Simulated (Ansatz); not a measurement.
C₃H₁₀Si (`CC[SiH2]C`), relaxed with RKS PBE0-D4/def2-TZVP in the Gaussian-basis code of Ansatz from a PBE-D4/def2-SVP geometry. The force threshold is 0.005 eV/Å; the program also tests the step.

The species carries charge 0 and has multiplicity 1.

Start:

```xyz
14

C     0.982    0.554    1.456
C     1.230    0.175   -0.011
Si   -0.315    0.246   -1.116
C    -1.663   -0.937   -0.513
H     0.253   -0.128    1.941
H     1.914    0.514    2.058
H     0.575    1.583    1.548
H     1.654   -0.851   -0.084
H     1.994    0.846   -0.462
H    -0.854    1.658   -1.122
H     0.070   -0.103   -2.534
H    -1.300   -1.985   -0.517
H    -2.559   -0.884   -1.164
H    -1.980   -0.688    0.520
```

Task: By how much does the energy fall, and how many steps does the optimiser take? (Best estimate.)

Result: Computed: 5.10 kJ/mol, in 5 steps.

Task: Which bonds change most? (An estimate is asked.)

Result: Computed: C2–Si3 from 1.901 to 1.878 Å; Si3–C4 from 1.893 to 1.873 Å; Si3–H10 from 1.511 to 1.493 Å; Si3–H11 from 1.510 to 1.492 Å.

Task: Give the relaxed structure. (An estimate is asked.)

Result: Ansatz gave: 
```xyz
14

C     0.966    0.545    1.439
C     1.223    0.172   -0.018
Si   -0.309    0.244   -1.103
C    -1.643   -0.924   -0.502
H     0.251   -0.136    1.908
H     1.883    0.511    2.033
H     0.557    1.555    1.525
H     1.643   -0.839   -0.084
H     1.976    0.837   -0.454
H    -0.839    1.639   -1.105
H     0.060   -0.101   -2.507
H    -1.284   -1.956   -0.495
H    -2.521   -0.878   -1.150
H    -1.963   -0.670    0.512
```
